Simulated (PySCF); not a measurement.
# Vibration and rotation of AlS

PBE0 constants of AlS, ²Σ⁺ (doublet), unpaired electrons σ ↑ (Al def2-TZVP, S def2-TZVP; no relativity (PySCF 2.14); masses 26.9815 and 31.9721 u):

| Property | Result |
| --- | --- |
| ωe | 620.4 cm⁻¹ |
| ωexe | 3.29 cm⁻¹ |
| Be | 0.27912 cm⁻¹ |
| αe | 0.00175 cm⁻¹ |
| D (centrifugal) | 2.26e-07 cm⁻¹ |
| De to Al + S | 4.23 eV |

Problem. Give the vibrational terms G(v) and spacings up to v = 6.

Solution. G(v) = ωe(v+½) − ωexe(v+½)².

```
v  G(v) (cm⁻¹)  G(v) − G(v−1)  Bv (cm⁻¹)
0        309.4                    0.2782
1        923.2          613.8     0.2765
2       1530.4          607.2     0.2747
3       2131.1          600.7     0.2730
4       2725.2          594.1     0.2712
5       3312.7          587.5     0.2695
6       3893.6          580.9     0.2677
```

Problem. How well does the Morse estimate ωe²/(4ωexe) reproduce De, and what is D0?

Solution. It gives 3.63 eV, 86 % of the computed De. D0 = De − G(0) = 4.23 − 0.04 = 4.19 eV.

The state is the lowest determinant that a PBE0 search found; another state may lie lower at other levels.
